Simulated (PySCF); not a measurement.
One of the candidates below gave these computed data.

All candidates are C5H7N.

| technique | computed result |
| --- | --- |
| Rotational structure | rotational constants A, B, C: 9.462, 1.773, 1.522 GHz [GFN2-xTB] |
| Polarisability | 69.5 au [wB97X-D/def2-SVPD] |
| UV, first state | lowest singlet excitation: 4.82 eV (257 nm, f = 0.003) [TDDFT wB97X-D/def2-SVPD] |
| Triplet | lowest triplet excitation (Tamm–Dancoff): 4.09 eV [TDA wB97X-D/def2-SVPD] |
| Dipole | 3.17 D [wB97X-D/def2-SVPD] |

Electronic properties: PySCF, gas phase, density fitting. Levels stand in brackets. Geometry: GFN2-xTB; no solvent, vibrations or thermal averaging.

Question: Which candidate is it?
A. `C=CC(=C)N=C`
B. `[H]/N=C/C(=C)C=C`
C. `[H]/N=C(/C)C#CC`

Answer: C. It is `[H]/N=C(/C)C#CC`. Numbering: `[H]/[N:6]=[C:4](\[C:3]#[C:2][CH3:1])[CH3:5]`. Its formula, C5H7N, gives 3 degrees of unsaturation: 0 rings and 3 π bonds in the structure found. By its constants the optimised geometry is an asymmetric top.

The others, at the same levels:
- `C=CC(=C)N=C` fails: its computed lowest singlet excitation is 4.45 eV (278 nm, f = 0.034) (against 4.82 eV), lowest triplet excitation (Tamm–Dancoff) is 3.17 eV (against 4.09 eV) and static isotropic polarisability is 72.6 au (against 69.5 au).
- `[H]/N=C/C(=C)C=C` fails: its computed lowest singlet excitation is 4.48 eV (277 nm, f = 0.001) (against 4.82 eV), lowest triplet excitation (Tamm–Dancoff) is 2.90 eV (against 4.09 eV) and static isotropic polarisability is 71.4 au (against 69.5 au).

Each candidate is one conformer, not necessarily the lowest. The conformers computed, where there is a choice (atom-mapped SMILES and torsion angles):
- `[CH2:1]=[CH:2][C:3](=[CH2:4])[N:5]=[CH2:6]`: C1–C2–C3–C4 -175°, C2–C3–N5–C6 133°
- `[H]/[N:6]=[CH:5]/[C:3]([CH:2]=[CH2:1])=[CH2:4]`: C1–C2–C3–C4 180°, C2–C3–C5–N6 180°
